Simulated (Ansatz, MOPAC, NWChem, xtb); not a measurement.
**SiH3 (silyl radical): methods side by side**

SiH3, doublet, SMILES `[SiH3]`. Each level relaxes the structure for itself.

Quantity: the highest harmonic wavenumber at each level's own minimum, in cm⁻¹. The values are calculated.

```tsv
level	kind	program	value (cm⁻¹)
AM1	semi-empirical	MOPAC	2259
PM6-D3H4	semi-empirical	MOPAC	2080
PM6-DH+	semi-empirical	MOPAC	2081
GFN2-xTB	semi-empirical	xtb	2388
UHF/6-31G* (spherical functions)	Hartree–Fock	NWChem	2380
UHF/6-31G* (Cartesian functions)	Hartree–Fock	Ansatz	2383
UB3LYP/6-31G* (spherical functions)	global hybrid	NWChem	2256
UB3LYP/6-31G* (Cartesian functions)	global hybrid	Ansatz	2253
UMP2/6-31G* (Cartesian functions)	perturbation theory	Ansatz	2337
```

Harmonic and unscaled. The values span 2080 to 2388 cm⁻¹.
